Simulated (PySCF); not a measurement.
Species: C5H6S.
Bonds: C1–C2 (double), C2–C3 (double), C3–C4 (double), C4–S5, S5–C6. Hydrogens: H7, H8 on C1; H9 on C4; H10, H11, H12 on C6.

Computed by this run: PBE0-D3(BJ)/def2-TZVP geometry optimisation, gas phase in PySCF 2.14.0; density fitting, grid level 2; the optimiser is geomeTRIC in internal coordinates, started from a GFN2-xTB structure.

Geometry at step 2:
```
atom  x, y, z in Å
C1      2.5058    1.0088    0.2886
C2      1.5638    0.0987    0.1923
C3      0.6501   -0.7661    0.1005
C4     -0.2897   -1.6830    0.0035
S5     -1.9945   -1.3844   -0.0154
C6     -2.0333    0.3999    0.1253
H7      2.2553    2.0610    0.3665
H8      3.5556    0.7360    0.2927
H9     -0.0425   -2.7387   -0.0746
H10    -3.0827    0.6925    0.1186
H11    -1.5161    0.8590   -0.7177
H12    -1.5664    0.7184    1.0577
```

**Question.** What forces act on the atoms?

**Answer.** 
```csv
atom,Fx (eV/Å),Fy (eV/Å),Fz (eV/Å)
C1,-0.012,-0.009,-0.001
C2,-0.035,0.016,0.001
C3,0.125,-0.084,-0.004
C4,-0.019,0.072,0.006
S5,-0.072,-0.024,-0.005
C6,0.013,-0.009,-0.001
H7,0.026,0.015,0.002
H8,-0.012,0.004,0.001
H9,0.000,0.024,0.002
H10,-0.007,-0.006,0.000
H11,-0.004,0.000,0.001
H12,-0.003,0.000,-0.001
```

The largest, 0.15 eV/Å, acts on C3; the rms over all components is 0.032 eV/Å. The forces sum to zero within rounding, as they must for an isolated molecule in no field.

**Question.** Give the force on C3 in Eh/bohr and in nN.

**Answer.** 0.151 eV/Å ÷ 51.422 = 0.00293 Eh/bohr, and 0.151 eV/Å × 1.602 = 0.24 nN.

**Question.** How far is this geometry from the end of the optimisation?

**Answer.** 0.001 eV above it, and 0.019 Å rms away after alignment. The bonds farthest from their final lengths, with half the difference of the two atoms' forces along the bond (positive lengthens):

| bond | now (Å) | final (Å) | force along bond (eV/Å) |
| --- | --- | --- | --- |
| C4–S5 | 1.731 | 1.732 | +0.02 |

The angle farthest from its final value is C3–C4–S5, 125.7° against 126.7°.

What follows is the cost of the whole optimisation. On Arm Neoverse V2, one thread, no GPU (shared host), this took 71 s wall and 0.92 GiB of memory at its peak.
